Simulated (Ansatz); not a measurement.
Take a crystal in which In has been replaced by Ga on all its sites, with the cell rescaled by a rough guess (in some cases also distorted within its space group) and nothing relaxed:

```
CELL_PARAMETERS angstrom
4.85369 0.00000 0.00000
0.00000 4.85369 0.00000
0.00000 0.00000 4.85369
ATOMIC_POSITIONS crystal
Ga 0.00000 0.00000 0.00000
Sb 0.50000 0.00000 0.50000
Sb 0.00000 0.50000 0.50000
Sb 0.50000 0.50000 0.00000
```

These are results of DFT PBEsol, scalar-relativistic, plane waves, PAW in Ansatz, not measurements.

Settings: cutoff 420 eV, Γ-centred mesh 10×10×10 on the computed 4-atom cell, Gaussian smearing of 0.10 eV; no spin polarisation.

Problem. Will this cell want to expand or contract, and how hard?

Solution. The pressure is -6.1 GPa (positive in compression), so the cell would contract.

Problem. Is it a metal on this mesh?

Solution. Yes, a band crosses the Fermi level.

Problem. What is its energy against the elements in their standard states?

Solution. +0.253 eV/atom at this unrelaxed geometry, with the elements in the same functional.

Spin-orbit coupling is left out, which matters for the bands of heavy elements.